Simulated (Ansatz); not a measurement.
# Palladium, fcc under r²SCAN: testing the plane-wave cutoff

Aim: find which plane-wave cutoff is enough for energy and pressure and moments. The geometry was relaxed under r²SCAN beforehand and stays fixed; 9 values are run, from 150 to 800 eV. Wanted are the values from which on the energy stays within 10 and 1 meV/atom, and the pressure within 0.5 GPa, of the last run. Within the series other settings stay, but some runs also write fields, which adds to their time. The moments start as that relaxation left them.

Computed with Ansatz 0.2.0 (DFT r²SCAN, plane waves with PAW, scalar-relativistic, unless a step says otherwise).

### 1 Starting point

Symmetry: Fm-3m, No. 225, cubic system. The conventional cell has a = 3.914 Å, b = 3.914 Å, c = 3.914 Å, α = 90.00°, β = 90.00°, γ = 90.00°. Around Pd (site symmetry m-3m) lie 12 Pd at 2.77 Å.

As a file:

```xyz
1
Lattice="0.0000 1.9568 1.9568 1.9568 0.0000 1.9568 1.9568 1.9568 0.0000" Properties=species:S:1:pos:R:3 pbc="T T T"
Pd    0.0000    0.0000    0.0000
```

The atoms start with moments of +0.44 μB.

### 2 The usual settings first

Input file input.yaml:

```yaml
crystal:
  lattice:
    - [0.0, 1.9567730079, 1.9567730079]
    - [1.9567730079, 0.0, 1.9567730079]
    - [1.9567730079, 1.9567730079, 0.0]
  atoms:
    - { symbol: Pd, position: [0.0, 0.0, 0.0], spin: 0.436 }
hamiltonian:
  xc: r2scan
  pseudopotentials:
    kind: paw
    azcp:
      Pd: "pseudopotentials/Pd.paw.azcp"
basis:
  ecutwfc: 500
  fft_grid_basis: typed
kpoints:
  mp_grid: { grid: [23, 23, 23], shift: [0, 0, 0] }
magnetization:
  spin_polarized: true
scf:
  occupations: { method: fermi_dirac, width: 0.05 }
  lower_state_search: "off"
output:
  stress: true
```

Run with:

```
ansatz run input.yaml --threads 2 --pin off --max-ram 5120MiB --backend cpu --events-out ev --progress --plain --runs-dir out
```

### 3 With a cutoff of 150 eV

The run at 150 eV.

Changes to input.yaml since step 2:

```diff
@@ -14,6 +14,6 @@
 basis:
-  ecutwfc: 500
+  ecutwfc: 150
   fft_grid_basis: typed
 kpoints:
-  mp_grid: { grid: [23, 23, 23], shift: [0, 0, 0] }
+  mp_grid: { grid: [14, 14, 14], shift: [0, 0, 0] }
 magnetization:
```

### 4 With a cutoff of 200 eV

The run at 200 eV.

Changes to input.yaml since step 3:

```diff
@@ -14,3 +14,3 @@
 basis:
-  ecutwfc: 150
+  ecutwfc: 200
   fft_grid_basis: typed
```

### 5 With a cutoff of 250 eV

The run at 250 eV.

Changes to input.yaml since step 4:

```diff
@@ -14,3 +14,3 @@
 basis:
-  ecutwfc: 200
+  ecutwfc: 250
   fft_grid_basis: typed
```

### 6 With a cutoff of 300 eV

The run at 300 eV.

Changes to input.yaml since step 5:

```diff
@@ -14,3 +14,3 @@
 basis:
-  ecutwfc: 250
+  ecutwfc: 300
   fft_grid_basis: typed
```

### 7 With a cutoff of 350 eV

The run at 350 eV.

Changes to input.yaml since step 6:

```diff
@@ -14,3 +14,3 @@
 basis:
-  ecutwfc: 300
+  ecutwfc: 350
   fft_grid_basis: typed
```

### 8 With a cutoff of 420 eV

The run at 420 eV.

Changes to input.yaml since step 7:

```diff
@@ -14,3 +14,3 @@
 basis:
-  ecutwfc: 350
+  ecutwfc: 420
   fft_grid_basis: typed
```

### 9 With a cutoff of 500 eV

The run at 500 eV.

Changes to input.yaml since step 8:

```diff
@@ -14,3 +14,3 @@
 basis:
-  ecutwfc: 420
+  ecutwfc: 500
   fft_grid_basis: typed
```

### 10 With a cutoff of 600 eV

The run at 600 eV.

Changes to input.yaml since step 9:

```diff
@@ -14,3 +14,3 @@
 basis:
-  ecutwfc: 500
+  ecutwfc: 600
   fft_grid_basis: typed
@@ -25 +25,5 @@
   stress: true
+  write_density: true
+  write_potential: true
+  elf: true
+  volumetric_format: npy
```

### 11 With a cutoff of 800 eV

The run at 800 eV.

Changes to input.yaml since step 10:

```diff
@@ -14,3 +14,3 @@
 basis:
-  ecutwfc: 600
+  ecutwfc: 800
   fft_grid_basis: typed
@@ -25,5 +25 @@
   stress: true
-  write_density: true
-  write_potential: true
-  elf: true
-  volumetric_format: npy
```

(Steps that only read results are left out.)

**Question.** What will these runs give?

As calculated:

| quantity | value |
| --- | --- |
| E(σ → 0) stays within 10 meV/atom of 800 eV | from 500 eV on |
| E(σ → 0) stays within 1 meV/atom | not reached before 800 eV |
| pressure stays within 0.5 GPa | from 350 eV on |
| pressure at 800 eV | 0.01 GPa |
| CPU time, dearest over cheapest | 5.5 |
| run at the usual settings (mesh 23×23×23 against the series' 14×14×14, 500 eV) | +4.8 meV/atom from 800 eV, -0.16 GPa |

The far end, 150 eV, lies +58623 meV/atom and -109.7 GPa from the yardstick. Each step up in cutoff lowers the energy. The total energy has not settled to 1 meV/atom before the last cutoff. The largest moment goes from 0.49 μB at 800 eV to 0.00 μB at 150 eV. Real palladium is paramagnetic; it lies so near a magnetic instability that a moment here depends on functional, volume, mesh and start.
